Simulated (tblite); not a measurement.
Write Cartesian coordinates for `[CH]=C1CC1` [radical] as optimised with GFN2-xTB. (Doublet state.)

```xyz
9
C4H5 angstrom
C      1.8290   -0.3880   -0.0966
C      0.5902   -0.1570   -0.0350
C     -0.7942   -0.6876   -0.0135
C     -0.5837    0.7947    0.0666
H      2.7868    0.0652   -0.1033
H     -1.1120   -1.2124    0.8766
H     -1.1820   -1.1052   -0.9321
H     -0.7951    1.4017   -0.8013
H     -0.7256    1.2946    1.0134
```

Any rigid rotation of these coordinates is as good. Atoms count from 1 in this order. C2 (carbon bonded to 3 C) has angles 151.6°, 148.4° and 60.0°, sum 360.0°, 0.00 Å off the plane of its three neighbours. The 3-membered ring C2–C3–C4 has internal angles of 58.9° to 61.0°. The 4 heavy atoms lie in one plane (0.000 Å rms). The 4 C–C bonds span 1.262 Å (C1=C2, drawn double) to 1.515 Å (C2–C4, drawn single), a spread of 0.253 Å.

Bonds between heavy atoms (Å): C1=C2 1.262, C2–C3 1.483, C3–C4 1.499, C2–C4 1.515.

The geometry is computed with GFN2-xTB (gas phase). This method treats the open shell by occupation alone, without spin polarisation.

Point group: Cs (tolerance 0.08 Å). Its GFN2-xTB frequencies are all real (lowest 304 cm⁻¹).
